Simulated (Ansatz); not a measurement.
Conformers of C4H10O (`CC(C)CO`), each relaxed with PBE0-D4/def2-TZVP in Ansatz. CBS adds the triple-zeta coupled-cluster correction to the MP2 limit.

Not all of them had a frequency check.

Conformer A:

Cartesian coordinates in Å:
```
C 0.554 1.233 -0.440
C -0.306 0.189 0.256
C -1.497 -0.203 -0.605
C 0.501 -1.052 0.612
O 1.569 -0.809 1.501
H 1.377 1.574 0.194
H -0.034 2.116 -0.701
H 0.978 0.833 -1.368
H -0.674 0.614 1.197
H -2.130 -0.939 -0.101
H -1.167 -0.640 -1.553
H -2.116 0.665 -0.840
H -0.145 -1.777 1.115
H 0.861 -1.527 -0.315
H 2.226 -0.277 1.048
```

Conformer B:

Z-matrix (Å, degrees):
```
C
C 1 1.522
H 1 1.093 2 110.9
H 1 1.093 2 111.4 3 120.2
H 1 1.092 2 110.6 3 -119.9
C 2 1.522 1 111.5 3 57.4
C 2 1.518 1 111.3 3 -177.6
H 2 1.098 1 108.4 3 -61.8
H 6 1.092 2 110.6 1 62.5
H 6 1.093 2 110.9 1 -57.4
H 6 1.093 2 111.3 1 -177.6
O 7 1.415 2 109.1 1 -62.5
H 7 1.100 2 109.3 1 58.6
H 7 1.100 2 109.3 1 176.4
H 12 0.959 7 108.7 2 180.0
```

Which is lowest in electronic energy at CCSD(T)/CBS (frozen core, def2 sets), and by how much? (Best estimate.)

Computed: A; B lies 1.2 kJ/mol higher. Gaps under about 2 kJ/mol don't settle the order.

Give the energies relative to A (kJ/mol) with PBE-D4/def2-TZVPP, r2SCAN/def2-TZVPP, SCS-MP2/def2-TZVPP, CCSD(T)/def2-TZVPP, HF/def2-QZVPP, SCS-MP2/def2-QZVPP, HF/CBS(def2). (Estimate.)

The calculation gave: 
| level | B |
| --- | --- |
| PBE-D4/def2-TZVPP | 2.7 |
| r2SCAN/def2-TZVPP | 2.2 |
| SCS-MP2/def2-TZVPP | 0.4 |
| CCSD(T)/def2-TZVPP | 1.3 |
| HF/def2-QZVPP | 0.0 |
| SCS-MP2/def2-QZVPP | 0.4 |
| HF/CBS(def2) | 0.0 |
